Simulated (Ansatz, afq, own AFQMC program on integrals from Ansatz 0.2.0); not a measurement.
AFQMC on a folder of integrals that Ansatz 0.2.0 wrote.

```yaml
crystal:
  periodic: [false, false, false]
  atoms:
    - {symbol: Ge, position_ang: [-0.927207, 0.014100, 0.000000]}
    - {symbol: H, position_ang: [-1.438657, 1.460699, 0.000001]}
    - {symbol: H, position_ang: [-1.438657, -0.709200, 1.252791]}
    - {symbol: H, position_ang: [-1.438657, -0.709199, -1.252792]}
    - {symbol: H, position_ang: [0.607142, 0.014100, 0.000000]}
    - {symbol: Si, position_ang: [2.429793, 0.014100, 0.000000]}
    - {symbol: H, position_ang: [2.826227, -1.465414, -0.000001]}
basis:
  gaussian: {orbitals: cc-pVDZ}
magnetization: {spin_polarized: true, initial_magnetization: 1}
correlation: {method: ccsd_t, electrons: outside_noble_gas, hamiltonian_folder: ham}
```

```sh
$ ansatz run in.yaml --threads 1 --pin off --events-out ev --progress --plain --max-ram 16896MiB --backend cuda --devices 0, --max-vram 18GiB
```

afq runs on the folder ham with

```
--method phaseless --trial hf --walkers 4000 --populations 20 --least-time 40 --time-step 0.005 --steps-per-block 20 --equilibration-blocks 112 --max-blocks 4000 --target-error 0.001050 --factor-cut 1e-05 --start spin_pure --seed 9698 --taylor-order 6
```

Times are imaginary, in 1/Eh. The walk had a cap of 68 s. With eight or more populations the least sampling time is a fifth of least-time, and the error comes from their spread. Filled inner d shells are frozen with the cores.

Log:

```
orbitals 51  electrons 7 6  factors 409 of 727
reference energy -2367.06200914 Eh
CCSD correlation -0.23824744 Eh in 13 cycles, weight of the determinant in the CISD state 0.8541
energy of the start -2367.062363 Eh
 block  time / (1/Eh)  mean weight  energy / Eh
     1     0.100  1.0007  -2367.102514
     2     0.200  1.0013  -2367.134537
     3     0.300  1.0011  -2367.160478
     4     0.400  1.0014  -2367.181078
     5     0.500  1.0010  -2367.198185
    10     1.000  1.0006  -2367.252003
    25     2.500  1.0002  -2367.296421
    29     2.900  0.9999  -2367.299855
    49     4.900  1.0002  -2367.305198
    69     6.900  0.9999  -2367.306088
    89     8.900  0.9996  -2367.306137
   109    10.900  1.0001  -2367.306971
   129    12.900  1.0000  -2367.306522
   149    14.900  0.9999  -2367.307890
   169    16.900  0.9999  -2367.303099
   185    18.500  1.0004  -2367.310581
   189    18.900  1.0000  -2367.307103
error from the spread of 20 populations
energy -2367.305918 +/- 0.000744 Eh
(rows thinned)
```

The run passed its tests (sampling time, drift between the halves within three errors, error under three times the target), which doesn't prove that it has relaxed.

Against this walk (error 20.2 meV) on the same determinant: CCSD(T) 7.2 meV higher (within the noise), CCSDT(Q) 32.8 meV lower (within the noise), a separate phaseless walk with a CISD trial and standard settings 30.5 ± 20.7 meV lower (within the noise). The error is statistical and leaves out the bias of the constraint.

Cautions: constraint bias not in the error; no relativity below Rb; no spin-orbit coupling; inner d shell frozen.

The walk took 25 s on 1 × NVIDIA H100 80GB HBM3 with 2 threads of AMD EPYC 7R13 Processor (Zen 3), on a shared host (the card was shared). The log's last line is the phaseless energy.

CCSDT and higher add their correlation energy to the determinant of the CCSD(T) run, since their own runs factorise the integrals more tightly (a shift of under 2 meV). A walk keeps the symmetry of its determinant, which the program's search chose and which needn't be the lowest solution, so a lower state of the same spin and another symmetry isn't excluded.
